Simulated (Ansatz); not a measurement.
## Two structures, one formula

Two relaxed structures of C$_{2}$H$_{5}$Si (charge +1), closed shell (PBE0-D4/def2-TZVP; forces vanish, vibrations not checked).

A:

```
8
angstrom
C -0.7187 0.3045 -0.4351
C 0.7973 0.4010 0.0469
Si -0.1162 -1.0434 0.5742
H -0.8838 0.1505 -1.5005
H -1.4129 1.0287 -0.0115
H 1.0323 1.1843 0.7659
H 1.5617 0.3062 -0.7229
H -0.2597 -2.3318 1.2830
```

B:

C1  (0.204, -0.560, -0.046)
C2  (1.132, 0.192, 0.582)
Si3  (-1.255, 0.261, -0.656)
H4  (-2.334, -0.456, -1.356)
H5  (-1.377, 1.714, -0.448)
H6  (1.018, 1.264, 0.723)
H7  (2.044, -0.248, 0.977)
H8  (0.348, -1.629, -0.171)
(Å)

Ansatz 0.2.0; basis: def2-TZVPP; cores frozen in the correlated methods. B3LYP uses VWN-RPA correlation.

Question: Which structure is lower at CCSD(T), and by how much? (An estimate is asked for; the value comes from the calculation.)

Answer: Computed: B, by 24.32 kcal/mol (electronic energy, against the other). By their contacts, A is C₂H₅Si ([CH2]1[CH2][SiH]1), total charge +1 and B is C₂H₅Si ([CH2][CH][SiH2]), total charge +1.

All methods give the same order:

```csv
method,E(B) − E(A) (kcal/mol)
PBE-D4,-19.31
r2SCAN-D4,-20.55
PBE0-D4,-19.69
B3LYP-D4,-25.81
wB97M-V,-21.97
HF,-33.02
MP2,-22.99
CCSD,-24.64
CCSD(T),-24.32
```

The T1 diagnostic stays at or below 0.014.

Labels in which every atom is bracketed show which atoms are joined, not bond orders.

For scale, one of the runs: CCSD(T)/def2-TZVPP, 174 basis functions, launched by `ansatz run in.yaml --threads 2 --pin off --events-out ev --progress --plain --max-ram 4352MiB`. Time: 23 s of wall clock on 2 CPU threads of an Arm Neoverse V1; the host was shared. Peak host memory: 1.4 GiB.
